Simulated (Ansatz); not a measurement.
# AlO2: the cost of one run

Computed with Ansatz 0.2.0 (the levels named in each step, unless a step's input says otherwise).

### 1 Starting point

Bond lengths: O1–Al2 1.599 Å, Al2–O3 1.599 Å. Angles: O1–Al2–O3 180.0°.

Structure file:

```xyz
3

O     0.0000    0.0000   -1.5990
Al    0.0000    0.0000    0.0000
O     0.0000    0.0000    1.5990
```

### 2 A rough first relaxation, PBE-D4/def2-SVPD

This run stands in another session on the same molecule. It ended at:

```xyz
3

O     0.0000    0.0000   -1.6678
Al    0.0000    0.0000    0.0000
O     0.0000    0.0000    1.6678
```

### 3 Relaxation, HF/STO-3G

Input file input.yaml:

```yaml
crystal:
  periodic: [false, false, false]
  atoms:
    - { symbol: O, position_ang: [0.0, 0.0, -1.66782182] }
    - { symbol: Al, position_ang: [0.0, 0.0, 3.31e-06] }
    - { symbol: O, position_ang: [0.0, 0.0, 1.6678285] }
total_charge: -1
basis:
  gaussian: { orbitals: STO-3G }
hamiltonian:
  xc: hf
relax:
  f_tol: 0.002
  max_steps: 150
```

The run is started by

```sh
$ ansatz run input.yaml --threads 2 --pin off --max-ram 5120MiB --backend cpu --events-out ev --progress --plain --runs-dir out
```

What time and memory should one allow on 2 threads of Intel Xeon at 2.50GHz (Skylake/Cascade Lake), shared host?

About 2.3 s, with a peak of 0.086 GiB.
